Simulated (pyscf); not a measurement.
H₂N–Si:–F [singlet] + H atom (H•) → [HN=Si–F]• + hydrogen (H₂), a hydrogen abstraction (doublet surface; H–N broken, H–H formed). Structures and frequencies: ωB97X-D3(BJ)/def2-SVP in PySCF. Energies in kJ/mol from the separated reactants.

Small-basis levels: PySCF, no dispersion term, spherical d functions. Open shells are spin-unrestricted. 

Question: Quick B3LYP/6-31G* single points give ΔE‡ = 37.5 kJ/mol and ΔE = -1.3 kJ/mol. What does ωB97M-D3(BJ)/def2-TZVP give, and how far is the quick result from it?

Answer: ωB97M-D3(BJ)/def2-TZVP gives ΔE‡ = 70.8 kJ/mol and ΔE = +27.2 kJ/mol. B3LYP/6-31G* lies 33.3 kJ/mol under it in the barrier and 28.5 kJ/mol under it in the reaction energy, so on this step it does not hold to within 12.6 kJ/mol. ωB97M-D3(BJ)/def2-TZVP has limits of its own. One saddle was located; it need not be the lowest between these sides. The angle at the transferred H is 173°.
